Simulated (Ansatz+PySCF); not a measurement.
## singlet AlF: levels of theory in one basis

```xyz
2

Al    0.0000    0.0000   -0.6858
F     0.0000    0.0000    0.9906
```

Basis set: def2-SVP (spherical functions). Correlated methods keep 6 orbitals frozen. Charge 0, multiplicity 1.

Computed with Ansatz (development build ahead of 0.2.0); each method stands on the lowest determinant of its kind that the runs found. NEVPT2 correlates all electrons. Active spaces start from the frontier orbitals, and the lowest solution found is given.

```csv
method,E − E(RHF) (eV),<S²> of the determinant
RHF,0.00,0.00
RHF-MP2,-6.35,–
RHF-CCSD,-6.69,–
RHF-CCSD(T),-6.79,–
"CASSCF(10,8)",-2.65,–
"SC-NEVPT2(2,2)",-6.63,–
"SC-NEVPT2(10,8)",-5.90,–
```

What does CASSCF(2,2) give on the same scale?

-0.41 eV.

Is a single determinant a sound starting point here?

By this sign, yes. Unrestricted orbitals gain 0.00 eV and <S²> is 0.00 against 0.00 for a pure state. The CASSCF(10,8) natural occupations are 2.00, 2.00, 1.98, 1.98, 1.98, 0.02, 0.02, 0.02. The CASSCF(2,2) natural occupations are 1.93, 0.07.
